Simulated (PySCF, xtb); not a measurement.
# CH2P2: which of two isomers lies lower

Structure a: `P#CP`, a singlet. Structure b: `C1P=P1`, a singlet. Both are isolated molecules in the gas phase, relaxed with PBE0-D3(BJ)/def2-SVP.

Quicker runs give these differences E(b) − E(a): GFN2-xTB −22.1 kcal/mol; HF/STO-3G −9.6 kcal/mol (at GFN2-xTB geometries); r2SCAN-D4/def2-SVP −16.9 kcal/mol (at GFN2-xTB geometries).

Problem. Estimate E(b) − E(a) at the level CCSD(T)/def2-TZVP.

Solution. Calculated at CCSD(T)/def2-TZVP: E(b) − E(a) = −14.2 kcal/mol, so structure b lies lower.

How the difference moves with the method:

```json
{"level": "GFN2-xTB", "geometry": "GFN2-xTB", "E(b) − E(a) (kcal/mol)": "−22.1", "departure from the last row (kcal/mol)": "−8.0", "job, with rough time for the two": "optimisation, 0.19 s"}
{"level": "HF/STO-3G", "geometry": "GFN2-xTB", "E(b) − E(a) (kcal/mol)": "−9.6", "departure from the last row (kcal/mol)": "+4.6", "job, with rough time for the two": "single point, 3 s"}
{"level": "r2SCAN-D4/def2-SVP", "geometry": "GFN2-xTB", "E(b) − E(a) (kcal/mol)": "−16.9", "departure from the last row (kcal/mol)": "−2.7", "job, with rough time for the two": "single point, 17 s"}
{"level": "PBE0-D3(BJ)/def2-SVP", "geometry": "PBE0-D3(BJ)/def2-SVP", "E(b) − E(a) (kcal/mol)": "−19.0", "departure from the last row (kcal/mol)": "−4.8", "job, with rough time for the two": "optimisation, 53 s"}
{"level": "HF/def2-TZVP", "geometry": "PBE0-D3(BJ)/def2-SVP", "E(b) − E(a) (kcal/mol)": "−8.2", "departure from the last row (kcal/mol)": "+5.9", "job, with rough time for the two": "part of the CCSD(T) run"}
{"level": "MP2/def2-TZVP", "geometry": "PBE0-D3(BJ)/def2-SVP", "E(b) − E(a) (kcal/mol)": "−14.4", "departure from the last row (kcal/mol)": "−0.2", "job, with rough time for the two": "part of the CCSD(T) run"}
{"level": "CCSD(T)/def2-TZVP", "geometry": "PBE0-D3(BJ)/def2-SVP", "E(b) − E(a) (kcal/mol)": "−14.2", "departure from the last row (kcal/mol)": "", "job, with rough time for the two": "single point, 85 s"}
```

As drawn, b has 1 C–P, 1 P=P, 2 C–H in place of 1 C≡P, 2 P–H. Structure a has no ring, b a 3-membered ring.

The levels shown agree on the order. The largest departure from CCSD(T)/def2-TZVP is that of GFN2-xTB, 8.0 kcal/mol.

With thermal terms from frequencies at re-optimised GFN2-xTB minima (ideal gas, soft modes damped towards free rotors, one conformer each, 298.15 K, 1 atm): the zero-point term adds +3.4 kcal/mol; ΔH is −11.3 and ΔG −9.9 kcal/mol.

The correlated steps freeze 11 core orbitals. Programs: PySCF 2.14.0, xtb 6.7.1; the last row on 2 threads of Intel(R) Xeon(R) Processor @ 2.50GHz (Skylake/Cascade Lake) on a shared host.
